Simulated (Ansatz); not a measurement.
in.yaml

```yaml
crystal:
  periodic: [false, false, false]
  atoms:
    - {symbol: B, position_ang: [0.000000, 0.000000, 0.000000]}
    - {symbol: F, position_ang: [0.000000, 0.000000, 1.532000]}
basis:
  gaussian: {orbitals: 6-31G}
correlation: {method: fic_mrcisd_q, electrons: valence, active_space: {window: {electrons: 2, orbitals: 2}}}
magnetization: {spin_polarized: true, initial_magnetization: 0}
```

```sh
$ ansatz run in.yaml --threads 1 --pin off --events-out ev --progress --plain --max-ram 2393MiB
```

(1) One thing in this input was set wrong on purpose, beside settings that are merely unusual. What is the gravest fault, and what does the program do?

Answers

(1) Active space on unrestricted orbitals. How the run ends: refused.
```
Error: invalid value for `correlation.active_space`: it starts from restricted Hartree–Fock orbitals; set hamiltonian.xc: hf without magnetization.spin_polarized
```
